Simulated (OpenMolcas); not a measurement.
**quartet CN at 6 levels**

Wanted: a comparison of 6 runs (UHF/STO-3G, UHF/cc-pVTZ, UB3LYP/cc-pVTZ, UBHLYP/cc-pVTZ, UPBE/cc-pVTZ, UTPSS/cc-pVTZ) of quartet CN. 

Program for the calculation: OpenMolcas 26.06.

1 further run of the same task is left out (it didn't finish).

### Step 1. The system as given

CN has 2 atoms, charge 0, and is taken as a quartet. As SMILES of the parent species, `[C]#N`. The coordinates come from a PBE0-D4/def2-TZVP relaxation. That shape belongs to the parent species and isn't relaxed for this state.

Bond lengths: C1–N2 1.160 Å.

### Step 2. The energy at UHF/STO-3G (run 1)

File struct.xyz:

```xyz
2

C      0.495600    -0.160400     0.255200
N     -0.495600     0.160400    -0.255200
```

File test.inp:

```
* CN Hartree-Fock
>>> EXPORT MOLCAS_PRINT=2

&GATEWAY
 BasLib=$CurrDir
 Coord=struct.xyz
 Basis=STO-3G
 Group=NoSym

&SEWARD

&SCF
 UHF
 Spin=4
 Thresholds=1e-10 1e-07 1e-07 1e-05
 PrOrbitals=1 2
```

The basis set STO-3G is read from a file made from the Basis Set Exchange's data (not shown).

Command:

```console
$ export MOLCAS_MEM=1860
$ pymolcas test.inp > test.log
```

Standard output:

```text
--- Start Module: gateway ---
[...]
--- Stop Module: gateway /rc=_RC_ALL_IS_WELL_ ---
--- Start Module: seward ---
[...]
      Basis functions           10
--- Stop Module: seward /rc=_RC_ALL_IS_WELL_ ---
--- Start Module: scf ---
[...]
       Convergence after  26 Iterations
[...]
::    Total SCF energy                                -90.8075435420
[...]
      Total spin, S                                     1.5309296868
[...]
      Total electronic charge=   13.000000
      Total            charge=   -0.000000
[...]
      Dipole Moment (debye):
      Origin of the operator (angstrom)=   -0.0382    0.0124   -0.0197
                   X=  1.5138E+00               Y= -4.8994E-01               Z=  7.7950E-01           Total=  1.7718E+00
      Quadrupole Moment (debye*angstrom):
[...]
--- Stop Module: scf /rc=_RC_ALL_IS_WELL_ ---
[...]
```

Wall time 1.6 s (1 thread of Arm Neoverse V2, shared host); peak memory 0.37 GiB.

### Step 3. A single-point energy at UHF/cc-pVTZ (run 2)

File input.xyz:

```xyz
2

C      0.495600    -0.160400     0.255200
N     -0.495600     0.160400    -0.255200
```

File mol.inp:

```
>>> EXPORT MOLCAS_PRINT=2

&GATEWAY
 BasLib
 $CurrDir
 Coord
 input.xyz
 Basis
 cc-pVTZ
 Group
 NoSym

&SEWARD

&SCF
 UHF
 Spin
 4
 Thresholds
 1e-10 1e-07 1e-07 1e-05
 PrOrbitals
 1 2
```

The basis set cc-pVTZ is read from a file made from the Basis Set Exchange's data (not shown).

Command:

```console
$ export MOLCAS_MEM=1860
$ pymolcas mol.inp > mol.log
```

Standard output:

```text
--- Start Module: gateway ---
[...]
--- Stop Module: gateway /rc=_RC_ALL_IS_WELL_ ---
--- Start Module: seward ---
[...]
      Basis functions           60
--- Stop Module: seward /rc=_RC_ALL_IS_WELL_ ---
--- Start Module: scf ---
[...]
       Convergence after  28 Iterations
[...]
::    Total SCF energy                                -92.0562876891
[...]
      Total spin, S                                     1.5215540927
[...]
      Total electronic charge=   13.000000
      Total            charge=   -0.000000
[...]
      Dipole Moment (debye):
      Origin of the operator (angstrom)=   -0.0382    0.0124   -0.0197
                   X=  1.4771E+00               Y= -4.7807E-01               Z=  7.6061E-01           Total=  1.7289E+00
      Quadrupole Moment (debye*angstrom):
[...]
--- Stop Module: scf /rc=_RC_ALL_IS_WELL_ ---
[...]
```

Wall time 3.6 s (1 thread of Arm Neoverse V2, shared host); peak memory 0.39 GiB.

Runs 3 to 4 aren't shown in full; the table further down has their settings and results.

### Step 4. The energy at UPBE/cc-pVTZ (run 5)

File test.inp:

```
&GATEWAY
 BasLib=$CurrDir
 BasisSet
 C.cc-pVTZ....
 C1 0.495600 -0.160400 0.255200 angstrom
 End of Basis
 BasisSet
 N.cc-pVTZ....
 N2 -0.495600 0.160400 -0.255200 angstrom
 End of Basis

&SEWARD
 GridInput
 Grid=UltraFine
 End of Grid

&SCF
 UHF
 Spin=4
 KSDFT=PBE
 Thresholds=1e-10 1e-07 1e-07 1e-05
 PrOrbitals=1 1
```

The basis set cc-pVTZ is read from a file made from the Basis Set Exchange's data (not shown).

Command:

```console
$ export MOLCAS_MEM=1860
$ pymolcas test.inp > test.log
```

Standard output:

```text
--- Start Module: gateway ---
[...]
--- Stop Module: gateway /rc=_RC_ALL_IS_WELL_ ---
--- Start Module: seward ---
[...]
      Basis functions           60
--- Stop Module: seward /rc=_RC_ALL_IS_WELL_ ---
--- Start Module: scf ---
[...]
       Convergence after  24 Iterations
[...]
::    Total KS-DFT energy                             -92.3954355379
[...]
      Total spin, S                                     1.5014898456
[...]
      Total electronic charge=   13.000000
      Total            charge=   -0.000000
[...]
      Dipole Moment (debye):
      Origin of the operator (angstrom)=   -0.0382    0.0124   -0.0197
                   X=  7.2809E-01               Y= -2.3565E-01               Z=  3.7492E-01           Total=  8.5218E-01
      Quadrupole Moment (debye*angstrom):
[...]
--- Stop Module: scf /rc=_RC_ALL_IS_WELL_ ---
[...]
```

It took 13 s on 1 thread of Arm Neoverse V2, shared host; peak memory 0.39 GiB.

### Step 5. A single-point energy at UTPSS/cc-pVTZ (run 6)

File mol.xyz:

```xyz
2

C      0.495600    -0.160400     0.255200
N     -0.495600     0.160400    -0.255200
```

File calc.inp:

```
&GATEWAY
 BasLib=$CurrDir
 Coord=mol.xyz
 Basis=cc-pVTZ
 Group=NoSym

&SEWARD
 GridInput
 Grid=UltraFine
 End of Grid

&SCF
 UHF
 Spin=4
 KSDFT=2
 1.0 MGGA_X_TPSS
 1.0 MGGA_C_TPSS
 Thresholds=1e-10 1e-07 1e-07 1e-05
 PrOrbitals=1 2
```

The basis set cc-pVTZ is read from a file made from the Basis Set Exchange's data (not shown).

Command:

```console
$ export MOLCAS_MEM=1860
$ pymolcas calc.inp > calc.log
```

Standard output:

```text
--- Start Module: gateway ---
[...]
--- Stop Module: gateway /rc=_RC_ALL_IS_WELL_ ---
--- Start Module: seward ---
[...]
      Basis functions           60
--- Stop Module: seward /rc=_RC_ALL_IS_WELL_ ---
--- Start Module: scf ---
[...]
       Convergence after  26 Iterations
[...]
::    Total KS-DFT energy                             -92.5293671789
[...]
      Total spin, S                                     1.5020021514
[...]
      Total electronic charge=   13.000000
      Total            charge=   -0.000000
[...]
      Dipole Moment (debye):
      Origin of the operator (angstrom)=   -0.0382    0.0124   -0.0197
                   X=  7.7621E-01               Y= -2.5122E-01               Z=  3.9969E-01           Total=  9.0850E-01
      Quadrupole Moment (debye*angstrom):
[...]
--- Stop Module: scf /rc=_RC_ALL_IS_WELL_ ---
[...]
```

Run time: 21 s. Hardware: 1 thread of Arm Neoverse V2, shared host; peak memory 0.39 GiB.

### Step 6. Overview of the runs

```tsv
run	level	integration grid	energy (Eh)	dipole moment (D)	HOMO energy (eV)	⟨S²⟩	wall time
1	UHF/STO-3G	–	-90.807544	1.77	-6.33	3.875	1.6 s
2	UHF/cc-pVTZ	–	-92.056288	1.73	-8.67	3.837	3.6 s
3	UB3LYP/cc-pVTZ	UltraFine	-92.508957	1.02	-4.09	3.756	14 s
4	UBHLYP/cc-pVTZ	UltraFine	-92.464698	1.35	-5.84	3.759	14 s
5	UPBE/cc-pVTZ	UltraFine	-92.395436	0.85	-2.86	3.756	13 s
6	UTPSS/cc-pVTZ	UltraFine	-92.529367	0.91	-3.05	3.758	21 s
```

### Step 7. Summary of results

```
                                 quantity         value
                      run 6: total energy  -92.52937 Eh
                     run 6: dipole moment        0.91 D
run 6: HOMO energy (highest over α and β)      -3.05 eV
                              run 6: ⟨S²⟩         3.758
```

**Reading.** The dipole moment (its size) runs from 0.85 D (UPBE/cc-pVTZ) to 1.77 D (UHF/STO-3G). The two ends differ in method and basis. Totals of different functionals can't be ranked against each other. In run 1 the basis is minimal, so the values are rough. Spin contamination of the reference: run 1 ⟨S²⟩ = 3.87. All runs together took 67 s, the longest 21 s.
